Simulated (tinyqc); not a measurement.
Worked calculation (part 2 of 2): UHF in the sto-3g basis, for OH+, spin multiplicity 3. Computed by tinyqc, a small Python program that keeps every step (integrals from PySCF). Command: `OMP_NUM_THREADS=1 python tinyqc.py 21037 21038 out.jsonl` (the two numbers bound the seeds that draw the settings). One thread of a shared host (Intel(R) Xeon(R) Processor @ 2.60GHz), about 0.2 s of CPU time with the checks.

Geometry (angstrom):
```
atom         x         y         z
O     0.000000  0.000000  0.000000
H     0.000000  0.000000  1.428000
```

## Iteration 3: building the Fock matrix

D(alpha) after iteration 2, order 1O 1s, 1O 2s, 1O 2px, 1O 2py, 1O 2pz, 2H 1s:
```
[[1.058651, -0.248010, 0.000000, 0.000000, 0.016392, -0.005897],
 [-0.248010, 1.051345, 0.000000, 0.000000, -0.083847, 0.002129],
 [0.000000, 0.000000, 1.000000, 0.000000, 0.000000, 0.000000],
 [0.000000, 0.000000, 0.000000, 1.000000, 0.000000, 0.000000],
 [0.016392, -0.083847, 0.000000, 0.000000, 0.765544, 0.291910],
 [-0.005897, 0.002129, 0.000000, 0.000000, 0.291910, 0.112441]]
```

D(beta) after iteration 2, order 1O 1s, 1O 2s, 1O 2px, 1O 2py, 1O 2pz, 2H 1s:
```
[[1.057544, -0.242881, 0.000000, 0.000000, 0.026021, -0.014424],
 [-0.242881, 1.028179, 0.000000, 0.000000, -0.126737, 0.032812],
 [0.000000, 0.000000, 0.000000, 0.000000, 0.000000, 0.000000],
 [0.000000, 0.000000, 0.000000, 0.000000, 0.000000, 0.000000],
 [0.026021, -0.126737, 0.000000, 0.000000, 0.686757, 0.340603],
 [-0.014424, 0.032812, 0.000000, 0.000000, 0.340603, 0.178056]]
```

core Hamiltonian H = T + V (hartree), order 1O 1s, 1O 2s, 1O 2px, 1O 2py, 1O 2pz, 2H 1s:
```
[[-31.985827, -7.438806, 0.000000, 0.000000, -0.006975, -0.571817],
 [-7.438806, -8.614204, 0.000000, 0.000000, -0.087701, -1.493353],
 [0.000000, 0.000000, -6.806186, 0.000000, 0.000000, 0.000000],
 [0.000000, 0.000000, 0.000000, -6.806186, 0.000000, 0.000000],
 [-0.006975, -0.087701, 0.000000, 0.000000, -6.850767, -1.207902],
 [-0.571817, -1.493353, 0.000000, 0.000000, -1.207902, -3.414860]]
```

Two-electron integrals (ij|kl) in chemists' order, unique and non-zero (hartree):
```
(11|11) 4.785065   (21|11) 0.741380   (21|21) 0.136873   (22|11) 1.118947
(22|21) 0.256633   (22|22) 0.817206   (31|31) 0.024477   (32|31) 0.037809
(32|32) 0.180518   (33|11) 1.115814   (33|21) 0.256684   (33|22) 0.817023
(33|33) 0.880159   (41|41) 0.024477   (42|41) 0.037809   (42|42) 0.180518
(43|43) 0.047444   (44|11) 1.115814   (44|21) 0.256684   (44|22) 0.817023
(44|33) 0.785270   (44|44) 0.880159   (51|51) 0.024477   (52|51) 0.037809
(52|52) 0.180518   (53|53) 0.047444   (54|54) 0.047444   (55|11) 1.115814
(55|21) 0.256684   (55|22) 0.817023   (55|33) 0.785270   (55|44) 0.785270
(55|55) 0.880159   (61|11) 0.057061   (61|21) 0.010458   (61|22) 0.019527
(61|33) 0.019494   (61|44) 0.019494   (61|51) 0.000444   (61|52) 0.000845
(61|55) 0.019595   (61|61) 0.000808   (62|11) 0.168203   (62|21) 0.039192
(62|22) 0.142161   (62|33) 0.139630   (62|44) 0.139630   (62|51) 0.002879
(62|52) 0.024103   (62|55) 0.147078   (62|61) 0.003055   (62|62) 0.033436
(63|31) 0.003720   (63|32) 0.023014   (63|53) 0.004734   (63|63) 0.004301
(64|41) 0.003720   (64|42) 0.023014   (64|54) 0.004734   (64|64) 0.004301
(65|11) 0.134715   (65|21) 0.031752   (65|22) 0.123155   (65|33) 0.117954
(65|44) 0.117954   (65|51) 0.005685   (65|52) 0.042013   (65|55) 0.133414
(65|61) 0.002556   (65|62) 0.035331   (65|65) 0.041270   (66|11) 0.368453
(66|21) 0.087164   (66|22) 0.364460   (66|33) 0.352646   (66|44) 0.352646
(66|51) 0.006675   (66|52) 0.079833   (66|55) 0.387777   (66|61) 0.006809
(66|62) 0.119102   (66|65) 0.144601   (66|66) 0.774606
```

nuclear repulsion = 2.96457821 hartree

J_ij = sum D_kl (ij|kl) with D = D(alpha) + D(beta), K_ij = sum D_kl (ik|jl) for each spin; F = H + J - K(s); E = tr D H + tr D J / 2 - 0.5 sum_s tr D(s) K(s) + E_nn.

Coulomb J (hartree), order 1O 1s, 1O 2s, 1O 2px, 1O 2py, 1O 2pz, 2H 1s:
```
[[15.864144, 2.922153, 0.000000, 0.000000, -0.004534, 0.223611],
 [2.922153, 6.906769, 0.000000, 0.000000, 0.005167, 1.177560],
 [0.000000, 0.000000, 6.874790, 0.000000, 0.000000, 0.000000],
 [0.000000, 0.000000, 0.000000, 6.874790, 0.000000, 0.000000],
 [-0.004534, 0.005167, 0.000000, 0.000000, 6.947988, 1.019047],
 [0.223611, 1.177560, 0.000000, 0.000000, 1.019047, 3.103441]]
```

exchange K(alpha) (hartree), order 1O 1s, 1O 2s, 1O 2px, 1O 2py, 1O 2pz, 2H 1s:
```
[[4.909290, 0.848281, 0.000000, 0.000000, 0.000939, 0.069881],
 [0.848281, 1.393978, 0.000000, 0.000000, -0.019534, 0.259671],
 [0.000000, 0.000000, 1.164172, 0.000000, 0.000000, 0.000000],
 [0.000000, 0.000000, 0.000000, 1.164172, 0.000000, 0.000000],
 [0.000939, -0.019534, 0.000000, 0.000000, 1.048278, 0.262743],
 [0.069881, 0.259671, 0.000000, 0.000000, 0.262743, 0.240794]]
```

exchange K(beta) (hartree), order 1O 1s, 1O 2s, 1O 2px, 1O 2py, 1O 2pz, 2H 1s:
```
[[4.857308, 0.770020, 0.000000, 0.000000, 0.000533, 0.062270],
 [0.770020, 1.014864, 0.000000, 0.000000, -0.043734, 0.226189],
 [0.000000, 0.000000, 0.231102, 0.000000, 0.000000, 0.000000],
 [0.000000, 0.000000, 0.000000, 0.231102, 0.000000, 0.000000],
 [0.000533, -0.043734, 0.000000, 0.000000, 0.898405, 0.268191],
 [0.062270, 0.226189, 0.000000, 0.000000, 0.268191, 0.297315]]
```

F(alpha) (hartree), order 1O 1s, 1O 2s, 1O 2px, 1O 2py, 1O 2pz, 2H 1s:
```
[[-21.030973, -5.364934, 0.000000, 0.000000, -0.012448, -0.418087],
 [-5.364934, -3.101413, 0.000000, 0.000000, -0.063000, -0.575464],
 [0.000000, 0.000000, -1.095568, 0.000000, 0.000000, 0.000000],
 [0.000000, 0.000000, 0.000000, -1.095568, 0.000000, 0.000000],
 [-0.012448, -0.063000, 0.000000, 0.000000, -0.951057, -0.451598],
 [-0.418087, -0.575464, 0.000000, 0.000000, -0.451598, -0.552213]]
```

F(beta) (hartree), order 1O 1s, 1O 2s, 1O 2px, 1O 2py, 1O 2pz, 2H 1s:
```
[[-20.978991, -5.286673, 0.000000, 0.000000, -0.012042, -0.410476],
 [-5.286673, -2.722300, 0.000000, 0.000000, -0.038799, -0.541982],
 [0.000000, 0.000000, -0.162497, 0.000000, 0.000000, 0.000000],
 [0.000000, 0.000000, 0.000000, -0.162497, 0.000000, 0.000000],
 [-0.012042, -0.038799, 0.000000, 0.000000, -0.801184, -0.457046],
 [-0.410476, -0.541982, 0.000000, 0.000000, -0.457046, -0.608734]]
```

total energy of this density = -73.99685672 hartree

## Iteration 3: DIIS over 3 matrices

error matrix X^T (FDS - SDF) X (alpha):
```
[[0.000000, -0.000043, 0.000000, 0.000000, -0.000802, 0.001941],
 [0.000043, 0.000000, 0.000000, 0.000000, 0.005069, -0.012552],
 [0.000000, 0.000000, 0.000000, 0.000000, 0.000000, 0.000000],
 [0.000000, 0.000000, 0.000000, 0.000000, 0.000000, 0.000000],
 [0.000802, -0.005069, 0.000000, 0.000000, 0.000000, -0.005377],
 [-0.001941, 0.012552, 0.000000, 0.000000, 0.005377, 0.000000]]
```

B (overlaps of the stored error matrices):
```
[[1.8152723e-01, 1.0780392e-01, 3.5558048e-03],
 [1.0780392e-01, 7.0135051e-02, 4.4016807e-03],
 [3.5558048e-03, 4.4016807e-03, 2.0029659e-03]]
```

Minimise |sum c_i e_i|^2 with sum c_i = 1: solve [B -1; -1 0][c; lambda] = [0; -1] with B_ij = tr e_i^T e_j summed over both spins, and take F = sum c_i F_i.

DIIS coefficients: [0.182424, -0.331232, 1.148808]

extrapolated F(alpha) (hartree), order 1O 1s, 1O 2s, 1O 2px, 1O 2py, 1O 2pz, 2H 1s:
```
[[-21.034873, -5.365848, 0.000000, 0.000000, -0.012340, -0.418186],
 [-5.365848, -3.104330, 0.000000, 0.000000, -0.062018, -0.571865],
 [0.000000, 0.000000, -1.099087, 0.000000, 0.000000, 0.000000],
 [0.000000, 0.000000, 0.000000, -1.099087, 0.000000, 0.000000],
 [-0.012340, -0.062018, 0.000000, 0.000000, -0.950726, -0.442795],
 [-0.418186, -0.571865, 0.000000, 0.000000, -0.442795, -0.547614]]
```

extrapolated F(beta) (hartree), order 1O 1s, 1O 2s, 1O 2px, 1O 2py, 1O 2pz, 2H 1s:
```
[[-20.982833, -5.287472, 0.000000, 0.000000, -0.011931, -0.410536],
 [-5.287472, -2.724339, 0.000000, 0.000000, -0.036682, -0.537165],
 [0.000000, 0.000000, -0.165849, 0.000000, 0.000000, 0.000000],
 [0.000000, 0.000000, 0.000000, -0.165849, 0.000000, 0.000000],
 [-0.011931, -0.036682, 0.000000, 0.000000, -0.797541, -0.446684],
 [-0.410536, -0.537165, 0.000000, 0.000000, -0.446684, -0.606155]]
```

## Iteration 3: diagonalisation and new density

X, order 1O 1s, 1O 2s, 1O 2px, 1O 2py, 1O 2pz, 2H 1s:
```
[[1.022275, -0.125340, 0.000000, 0.000000, -0.002509, 0.012602],
 [-0.125340, 1.043693, 0.000000, 0.000000, 0.020701, -0.123337],
 [0.000000, 0.000000, 1.000000, 0.000000, 0.000000, 0.000000],
 [0.000000, 0.000000, 0.000000, 1.000000, 0.000000, 0.000000],
 [-0.002509, 0.020701, 0.000000, 0.000000, 1.019676, -0.117730],
 [0.012602, -0.123337, 0.000000, 0.000000, -0.117730, 1.040683]]
```

overlap S, order 1O 1s, 1O 2s, 1O 2px, 1O 2py, 1O 2pz, 2H 1s:
```
[[1.000000, 0.236704, 0.000000, 0.000000, 0.000000, 0.018028],
 [0.236704, 1.000000, 0.000000, 0.000000, 0.000000, 0.225862],
 [0.000000, 0.000000, 1.000000, 0.000000, 0.000000, 0.000000],
 [0.000000, 0.000000, 0.000000, 1.000000, 0.000000, 0.000000],
 [0.000000, 0.000000, 0.000000, 0.000000, 1.000000, 0.220410],
 [0.018028, 0.225862, 0.000000, 0.000000, 0.220410, 1.000000]]
```

A level shift of 0.2 hartree raises the virtual space: F + shift (S - S D(s) S), with D(s) the density of one spin. Diagonalise F' = X^T F X, C = X C', fill 5 alpha and 3 beta electrons from the bottom; D(s) = C_occ C_occ^T. Each column has its largest component positive (the first on a tie).

F' = X^T F X (alpha) (hartree):
```
[[-20.665060, -2.670765, 0.000000, 0.000000, -0.020481, -0.005313],
 [-2.670765, -2.179219, 0.000000, 0.000000, -0.004572, -0.255447],
 [0.000000, 0.000000, -1.099087, 0.000000, 0.000000, 0.000000],
 [0.000000, 0.000000, 0.000000, -1.099087, 0.000000, 0.000000],
 [-0.020481, -0.004572, 0.000000, 0.000000, -0.855359, -0.375794],
 [-0.005313, -0.255447, 0.000000, 0.000000, -0.375794, -0.236661]]
```

orbital energies (alpha) (hartree): [-21.043292, -1.844708, -1.099087, -1.099087, -1.018448, -0.029851]

coefficients C (alpha), order 1O 1s, 1O 2s, 1O 2px, 1O 2py, 1O 2pz, 2H 1s:
```
[[0.994623, -0.261399, 0.000000, 0.000000, 0.035526, 0.045325],
 [0.022009, 1.013833, 0.000000, 0.000000, -0.165867, -0.254546],
 [0.000000, 0.000000, 0.826349, -0.563159, 0.000000, 0.000000],
 [0.000000, 0.000000, 0.563159, 0.826349, 0.000000, 0.000000],
 [0.001278, 0.067898, 0.000000, 0.000000, 0.878045, -0.527692],
 [-0.002867, 0.046942, 0.000000, 0.000000, 0.320377, 1.003693]]
```

F' = X^T F X (beta) (hartree):
```
[[-20.624653, -2.642659, 0.000000, 0.000000, -0.024277, -0.004826],
 [-2.642659, -1.790733, 0.000000, 0.000000, 0.034939, -0.267158],
 [0.000000, 0.000000, 0.034151, 0.000000, 0.000000, 0.000000],
 [0.000000, 0.000000, 0.000000, 0.034151, 0.000000, 0.000000],
 [-0.024277, 0.034939, 0.000000, 0.000000, -0.681773, -0.402587],
 [-0.004826, -0.267158, 0.000000, 0.000000, -0.402587, -0.315253]]
```

orbital energies (beta) (hartree): [-20.988531, -1.490375, -0.919387, -0.014119, 0.034151, 0.034151]

coefficients C (beta), order 1O 1s, 1O 2s, 1O 2px, 1O 2py, 1O 2pz, 2H 1s:
```
[[0.995646, -0.252596, 0.051986, 0.055700, 0.000000, 0.000000],
 [0.017957, 0.987944, -0.240937, -0.293667, 0.000000, 0.000000],
 [0.000000, 0.000000, 0.000000, 0.000000, -0.378151, 0.925744],
 [0.000000, 0.000000, 0.000000, 0.000000, 0.925744, 0.378151],
 [0.001110, 0.068723, 0.808959, -0.628407, 0.000000, 0.000000],
 [-0.002360, 0.124332, 0.428661, 0.955531, 0.000000, 0.000000]]
```

D(alpha) after iteration 3, order 1O 1s, 1O 2s, 1O 2px, 1O 2py, 1O 2pz, 2H 1s:
```
[[1.058867, -0.249017, 0.000000, 0.000000, 0.014715, -0.003741],
 [-0.249017, 1.055853, 0.000000, 0.000000, -0.076773, -0.005612],
 [0.000000, 0.000000, 1.000000, 0.000000, 0.000000, 0.000000],
 [0.000000, 0.000000, 0.000000, 1.000000, 0.000000, 0.000000],
 [0.014715, -0.076773, 0.000000, 0.000000, 0.775575, 0.284489],
 [-0.003741, -0.005612, 0.000000, 0.000000, 0.284489, 0.104853]]
```

D(beta) after iteration 3, order 1O 1s, 1O 2s, 1O 2px, 1O 2py, 1O 2pz, 2H 1s:
```
[[1.057819, -0.244197, 0.000000, 0.000000, 0.025800, -0.011471],
 [-0.244197, 1.034406, 0.000000, 0.000000, -0.126994, 0.019510],
 [0.000000, 0.000000, 0.000000, 0.000000, 0.000000, 0.000000],
 [0.000000, 0.000000, 0.000000, 0.000000, 0.000000, 0.000000],
 [0.025800, -0.126994, 0.000000, 0.000000, 0.659138, 0.355311],
 [-0.011471, 0.019510, 0.000000, 0.000000, 0.355311, 0.199214]]
```

Within a degenerate level the vectors are fixed only up to a rotation; this is one choice.

## Iteration 14 (converged): orbitals

converged F(alpha) (hartree), order 1O 1s, 1O 2s, 1O 2px, 1O 2py, 1O 2pz, 2H 1s:
```
[[-21.096793, -5.383000, 0.000000, 0.000000, -0.011287, -0.419195],
 [-5.383000, -3.156982, 0.000000, 0.000000, -0.065516, -0.568256],
 [0.000000, 0.000000, -1.137916, 0.000000, 0.000000, 0.000000],
 [0.000000, 0.000000, 0.000000, -1.137916, 0.000000, 0.000000],
 [-0.011287, -0.065516, 0.000000, 0.000000, -1.061718, -0.419713],
 [-0.419195, -0.568256, 0.000000, 0.000000, -0.419713, -0.442035]]
```

converged F(beta) (hartree), order 1O 1s, 1O 2s, 1O 2px, 1O 2py, 1O 2pz, 2H 1s:
```
[[-21.037929, -5.293846, 0.000000, 0.000000, -0.011254, -0.411129],
 [-5.293846, -2.733895, 0.000000, 0.000000, -0.023350, -0.542958],
 [0.000000, 0.000000, -0.192814, 0.000000, 0.000000, 0.000000],
 [0.000000, 0.000000, 0.000000, -0.192814, 0.000000, 0.000000],
 [-0.011254, -0.023350, 0.000000, 0.000000, -0.695985, -0.475132],
 [-0.411129, -0.542958, 0.000000, 0.000000, -0.475132, -0.705917]]
```

Diagonalise F' = X^T F X, C = X C', fill 5 alpha and 3 beta electrons from the bottom; D(s) = C_occ C_occ^T. Each column has its largest component positive (the first on a tie).

F' = X^T F X (alpha) (hartree):
```
[[-20.726295, -2.673900, 0.000000, 0.000000, -0.016899, -0.008415],
 [-2.673900, -2.236420, 0.000000, 0.000000, -0.025149, -0.232597],
 [0.000000, 0.000000, -1.137916, 0.000000, 0.000000, 0.000000],
 [0.000000, 0.000000, 0.000000, -1.137916, 0.000000, 0.000000],
 [-0.016899, -0.025149, 0.000000, 0.000000, -1.010378, -0.274454],
 [-0.008415, -0.232597, 0.000000, 0.000000, -0.274454, -0.292231]]
```

orbital energies (alpha) (hartree): [-21.105316, -1.894809, -1.137916, -1.137916, -1.092177, -0.173021]

coefficients C (alpha), order 1O 1s, 1O 2s, 1O 2px, 1O 2py, 1O 2pz, 2H 1s:
```
[[0.994590, -0.262306, 0.000000, 0.000000, 0.030657, 0.044372],
 [0.022142, 1.018299, 0.000000, 0.000000, -0.137863, -0.253409],
 [0.000000, 0.000000, 0.676101, 0.736809, 0.000000, 0.000000],
 [0.000000, 0.000000, 0.736809, -0.676101, 0.000000, 0.000000],
 [0.001243, 0.076600, 0.000000, 0.000000, 0.931087, -0.425725],
 [-0.002890, 0.028924, 0.000000, 0.000000, 0.206979, 1.033716]]
```

F' = X^T F X (beta) (hartree):
```
[[-20.680862, -2.640432, 0.000000, 0.000000, -0.023454, -0.009749],
 [-2.640432, -1.805971, 0.000000, 0.000000, 0.036375, -0.232112],
 [0.000000, 0.000000, -0.192814, 0.000000, 0.000000, 0.000000],
 [0.000000, 0.000000, 0.000000, -0.192814, 0.000000, 0.000000],
 [-0.023454, 0.036375, 0.000000, 0.000000, -0.618630, -0.351162],
 [-0.009749, -0.232112, 0.000000, 0.000000, -0.351162, -0.558262]]
```

orbital energies (beta) (hartree): [-21.043377, -1.501748, -0.913854, -0.204745, -0.192814, -0.192814]

coefficients C (beta), order 1O 1s, 1O 2s, 1O 2px, 1O 2py, 1O 2pz, 2H 1s:
```
[[0.995751, -0.251483, 0.059016, 0.051724, 0.000000, 0.000000],
 [0.017539, 0.983892, -0.280299, -0.271528, 0.000000, 0.000000],
 [0.000000, 0.000000, 0.000000, 0.000000, -0.037379, 0.999301],
 [0.000000, 0.000000, 0.000000, 0.000000, 0.999301, 0.037379],
 [0.001039, 0.049973, 0.697936, -0.751279, 0.000000, 0.000000],
 [-0.002288, 0.139613, 0.577033, 0.871659, 0.000000, 0.000000]]
```

D(alpha) after iteration 14, order 1O 1s, 1O 2s, 1O 2px, 1O 2py, 1O 2pz, 2H 1s:
```
[[1.058953, -0.249310, 0.000000, 0.000000, 0.009688, -0.004116],
 [-0.249310, 1.056430, 0.000000, 0.000000, -0.050334, 0.000855],
 [0.000000, 0.000000, 1.000000, 0.000000, 0.000000, 0.000000],
 [0.000000, 0.000000, 0.000000, 1.000000, 0.000000, 0.000000],
 [0.009688, -0.050334, 0.000000, 0.000000, 0.872792, 0.194927],
 [-0.004116, 0.000855, 0.000000, 0.000000, 0.194927, 0.043685]]
```

D(beta) after iteration 14, order 1O 1s, 1O 2s, 1O 2px, 1O 2py, 1O 2pz, 2H 1s:
```
[[1.058246, -0.246510, 0.000000, 0.000000, 0.029657, -0.003334],
 [-0.246510, 1.046919, 0.000000, 0.000000, -0.146445, -0.024418],
 [0.000000, 0.000000, 0.000000, 0.000000, 0.000000, 0.000000],
 [0.000000, 0.000000, 0.000000, 0.000000, 0.000000, 0.000000],
 [0.029657, -0.146445, 0.000000, 0.000000, 0.489614, 0.409707],
 [-0.003334, -0.024418, 0.000000, 0.000000, 0.409707, 0.352465]]
```

Within a degenerate level the vectors are fixed only up to a rotation; this is one choice.

## Convergence

Stop when the energy changes by less than 1e-09 hartree and every element of the error matrix X^T (F D S - S D F) X (for each spin) is below 9e-06.

Course of the cycle:
```
iteration   E (hartree)     change  largest element of the error matrix
1          -73.74390672          -                             1.73e-01
2          -73.93660337  -1.93e-01                             1.33e-01
3          -73.99685672  -6.03e-02                             2.66e-02
4          -73.99852382  -1.67e-03                             2.18e-02
5          -74.00012213  -1.60e-03                             1.45e-02
6          -74.00149982  -1.38e-03                             1.10e-02
7          -74.00342530  -1.93e-03                             1.85e-03
8          -74.00343246  -7.15e-06                             8.67e-04
9          -74.00343421  -1.76e-06                             1.50e-04
10         -74.00343427  -5.30e-08                             4.23e-05
11         -74.00343427  -4.72e-09                             2.84e-05
12         -74.00343428  -6.31e-09                             1.44e-05
13         -74.00343428  -1.98e-09                             4.32e-06
14         -74.00343428  -1.13e-10                             1.29e-06
```

PySCF UHF in the same basis, after a stability check = -74.00343428 hartree

Converged in 14 iterations.

## Populations, bond orders and dipole

Mulliken: Z minus the diagonal of D S on the atom; Loewdin: the same with S^(1/2) D S^(1/2); Mayer order: 2 sum_s sum (D(s) S)_ij (D(s) S)_ji over the two atoms.

Charges (e):
```
atom  Mulliken   Loewdin  Mulliken spin
1O    0.523961  0.553296       2.350425
2H    0.476039  0.446704      -0.350425
```

Mayer bond orders:
```
pair     order
2-1   0.650589
```

dipole moment about the origin, x y z (debye): [0.000000, 0.000000, 3.603807]

<S^2> of the determinant (pure state: 2) = 2.150937
